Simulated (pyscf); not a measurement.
A first-order saddle from PySCF, ωB97X-D3(BJ)/def2-SVP:

```xyz
8

As    -1.7170     0.0854     0.7338
H     -0.2507    -0.9013     0.1297
H     -2.2543    -1.3439     0.5707
H     -2.9272     0.6037    -0.0569
In     0.4521     0.2112    -1.2001
H     -0.9837     1.2214    -0.5549
H      1.8033     0.9202    -0.4433
H      0.0430    -0.4226    -2.7278
```

Surface: singlet, charge 0. Lowest wavenumbers (cm⁻¹): 963i, 192, 202, 353, 471.

Problem. Which two sides does it connect, and which bonds change?

Solution. AsH₃ (SMILES [AsH3]) + InH₃ (SMILES [InH3]) <-> AsH₃ (SMILES [AsH3]) + InH₃ (SMILES [InH3]), a four-centre exchange read from left to right: As–H, H–In broken and As–H, H–In formed. At CCSD(T)/def2-TZVPP + ΔMP2(QZVPP) it lies +32.7 kcal/mol from the left side and +32.7 kcal/mol from the right (each side as separated species at their lowest minima found). On the reactant side the descent ends in a complex (not fully relaxed), 6.0 kcal/mol under the separated species and 36.0 kcal/mol under the saddle at ωB97X-D3(BJ)/def2-TZVP. On the product side the descent ends in a complex (not fully relaxed), 5.1 kcal/mol under the separated species and 35.1 kcal/mol under the saddle at ωB97X-D3(BJ)/def2-TZVP. At the saddle there is also a short As–In contact that neither side keeps. At ωB97X-D3(BJ) the barrier from the zero used here is 30.0 kcal/mol. The same reactants have a lower exit, to H₂As–InH₂ + H₂ (barrier +23.8 kcal/mol at ωB97M-D3(BJ), against +35.0 kcal/mol here). This is the saddle that the search found; another between the same sides may lie lower. The CCSD(T) − MP2 part came from Ansatz, without density fitting, on the same reference. The frozen core leaves the outer d or s,p core shells of the metals and heavy elements correlated in the MP2 and CC values, and def2-TZVPP describes them poorly, which can shift differences by a few kcal/mol. Elements up to Kr have no core potential and no relativistic terms here. Elements past Kr carry the def2 core potentials, without spin-orbit coupling.
